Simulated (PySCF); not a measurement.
# A search over the determinants of BF

Unrestricted PBE0; B def2-TZVPPD, F def2-TZVPPD; no relativity (PySCF 2.14). Outer shells of the fragments: B 2s2 2p1; F 2s2 2p5.

Followed along the bond (rough minima from three points):

```tsv
2Ms+1	unpaired	⟨S²⟩ at the start	R at minimum (Å)	Te (eV)
1	none	0.00	1.27	0.00
3	σ ↑, π ↑	2.00	1.31	3.19
```

Solutions found at the starting distance of 1.430 Å, counted from the lowest of them; the search is not exhaustive and high or unbound solutions are not listed, so other states can lie among these:

| 2Ms+1 | unpaired | term | E (eV) | ⟨S²⟩ | ⟨Lz²⟩ | μ (D) |
| --- | --- | --- | --- | --- | --- | --- |
| 1 | none | ¹Σ⁺ | 0.00 | 0.00 | 0.00 | 0.07 |
| 3 | σ ↑, π ↑ | ³Π | 2.95 | 2.00 | 1.00 | -1.09 |
| 1 | σ ↓, π ↑ | mixed | 4.10 | 1.00 | 1.01 | -0.80 |
| 3 | σ ↑↑ | ³Σ⁺ | 7.47 | 2.01 | 0.00 | -3.42 |
| 3 | π ↑↑ | ³Σ⁻ | 8.46 | 2.06 | 0.00 | -1.91 |
| 3 | π ↑↑ | mixed | 9.26 | 2.01 | 2.01 | 3.72 |
| 3 | π ↑↑ | mixed | 9.52 | 2.01 | 2.01 | 3.76 |

A term symbol is given only where ⟨S²⟩ and ⟨Lz²⟩ are close to those of a pure state; real π, δ and φ orbitals otherwise mix terms. A positive dipole means B(−)F(+).

Compare the gap between the two lowest followed solutions at the starting distance with the gap between their minima.

At PBE0 the second solution (triplet, unpaired electrons σ ↑, π ↑) lies +2.95 eV from the first (singlet, closed shell) at 1.430 Å and +3.19 eV at the minima; the two curves relax by different amounts, since their minima lie near 1.31 and 1.27 Å.

Counting both spins, an empty level lies below a filled one in some of these solutions, because spin and occupation are held.
